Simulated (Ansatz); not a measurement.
# BFH₄Si: ionisation energy by level of theory

Aim: the vertical ionisation energy of BFH₄Si, as cation minus neutral at the neutral's geometry, on several levels, and how well −ε(HOMO) stands in for it.

Computed with Ansatz 0.2.0, Gaussian basis. Level: unrestricted cation, the program's frozen cores in correlated methods.

The runs, in order: UKS PBE-D4/def2-TZVPP; UKS r2SCAN-D4/def2-TZVPP; UKS PBE0-D4/def2-TZVPP; UKS B3LYP-D4/def2-TZVPP; UKS wB97X-V/def2-TZVPP; UKS wB97M-V/def2-TZVPP; UKS B2PLYP/def2-TZVPP; UHF-CCSD(T)/def2-TZVPP; UHF-MP2/def2-QZVPP; extrapolation to the limit; then −ε(HOMO) from the neutral's earlier runs with LDA (SPW92), PBE-D4, revPBE-D4, BLYP-D4, r2SCAN-D4, B97M-V, PBE0-D4, B3LYP-D4, r2SCANh-D4, r2SCAN0-D4, HSE06-D4, BHLYP-D4, CAM-B3LYP-D4, LC-ωPBE, ωB97X-V, ωB97M-V.

### 1 The relaxed structure

All runs share one geometry, relaxed beforehand with PBE0-D4 in a triple-zeta def2 set.

SMILES `FB[SiH3]`, 7 atoms, charge 0, spin multiplicity 1.

Atoms are counted from 1 here; the program's logs count them from 0.

Bond lengths: F1–B2 1.321 Å, B2–Si3 2.035 Å, B2–H4 1.203 Å, Si3–H5 1.490 Å, Si3–H6 1.490 Å, Si3–H7 1.487 Å. Angles: F1–B2–Si3 121.0°, F1–B2–H4 116.1°, Si3–B2–H4 122.9°, B2–Si3–H5 109.0°, B2–Si3–H6 108.5°, B2–Si3–H7 113.6°, H5–Si3–H6 107.5°, H5–Si3–H7 109.1°, H6–Si3–H7 109.0°.

### 2 Cation, UKS PBE-D4/def2-TZVPP

in.yaml reads:

```yaml
crystal:
  periodic: [false, false, false]
  atoms:
    - {symbol: F, position_ang: [-1.379360, -1.601490, 0.571835]}
    - {symbol: B, position_ang: [-0.186705, -1.168652, 0.203956]}
    - {symbol: Si, position_ang: [0.146327, 0.805583, -0.161060]}
    - {symbol: H, position_ang: [0.673357, -2.004851, 0.107287]}
    - {symbol: H, position_ang: [0.733069, 0.954536, -1.522334]}
    - {symbol: H, position_ang: [1.152897, 1.303845, 0.818775]}
    - {symbol: H, position_ang: [-1.078384, 1.642930, -0.064158]}
basis:
  gaussian: {orbitals: def2-TZVPP}
total_charge: 1
magnetization: {spin_polarized: true, initial_magnetization: 1}
hamiltonian: {xc: pbe, dispersion: d4}
```

The runs that follow: Cation, UKS r2SCAN-D4/def2-TZVPP; Cation, UKS PBE0-D4/def2-TZVPP; Cation, UKS B3LYP-D4/def2-TZVPP; Cation, UKS wB97X-V/def2-TZVPP; Cation, UKS wB97M-V/def2-TZVPP; Cation, UKS B2PLYP (frozen core)/def2-TZVPP; Cation, UHF-CCSD(T)/def2-TZVPP; Cation, UHF-MP2/def2-QZVPP.

Q: Predict the results of all the runs planned. Wanted: ionisation energy, CCSD(T)/CBS; nearest functional by difference; nearest −ε(HOMO); −ε(HOMO) of PBE; T1 of the cation.

As calculated:

| quantity | value |
| --- | --- |
| ionisation energy, CCSD(T)/CBS | 10.87 eV |
| nearest functional by difference | ωB97X-V (-0.19 eV) |
| nearest −ε(HOMO) | LC-ωPBE (+0.04 eV) |
| −ε(HOMO) of PBE | 6.86 eV |
| T1 of the cation | 0.023 |

What this shows: By cation minus neutral, the functionals miss by 0.59 eV at most. The PBE orbital energy is 4.0 eV too small: a semilocal HOMO is no ionisation energy. Among orbital estimates LC-ωPBE comes nearest. Hartree-Fock falls 0.73 eV short, as the neutral has more correlation energy than the cation.
